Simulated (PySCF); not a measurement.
## A search over the determinants of MgP

Unrestricted PBE0; PySCF, no relativity, basis sets Mg def2-TZVP, P def2-TZVP. Outer shells of the fragments: Mg 3s2; P 3s2 3p3.

Followed along the bond (rough minima from three points):

| 2Ms+1 | unpaired | ⟨S²⟩ at the start | R at minimum (Å) | Te (eV) |
| --- | --- | --- | --- | --- |
| 4 | σ ↑, π ↑↑ | 3.76 | 2.54 | 0.00 |
| 2 | σ ↓, π ↑↑ | 1.76 | 2.51 | 0.14 |
| 2 | π ↑ | 0.98 | 2.32 | 0.38 |
| 2 | σ ↑, π ↑↓ | 1.77 | 2.52 | 0.38 |
| 4 | σ ↑↑, π ↑ | 3.76 | 2.41 | 1.47 |

Solutions found at the starting distance of 2.420 Å, counted from the lowest of them; the search is not exhaustive and high or unbound solutions are not listed, so other states can lie among these:

| 2Ms+1 | unpaired | term | E (eV) | ⟨S²⟩ | ⟨Lz²⟩ | μ (D) |
| --- | --- | --- | --- | --- | --- | --- |
| 4 | σ ↑, π ↑↑ | ⁴Σ⁻ | 0.00 | 3.76 | 0.00 | -1.69 |
| 2 | σ ↓, π ↑↑ | mixed | 0.13 | 1.76 | 0.00 | -1.84 |
| 2 | σ ↑, π ↑↓ | mixed | 0.38 | 1.77 | 2.03 | -1.77 |
| 2 | π ↑ | ²Π | 0.39 | 0.98 | 1.02 | -5.32 |
| 4 | σ ↑↑, π ↑ | ⁴Π | 1.43 | 3.76 | 1.02 | -2.80 |
| 2 | σ ↑ | mixed | 1.49 | 0.75 | 2.01 | -1.71 |
| 4 | π ↑↑↑ | ⁴Π | 2.54 | 3.77 | 1.00 | -1.82 |
| 2 | π ↑ | ²Π | 3.73 | 0.76 | 1.01 | 4.94 |

A term symbol is given only where ⟨S²⟩ and ⟨Lz²⟩ are close to those of a pure state; real π, δ and φ orbitals otherwise mix terms. A positive dipole means Mg(−)P(+).
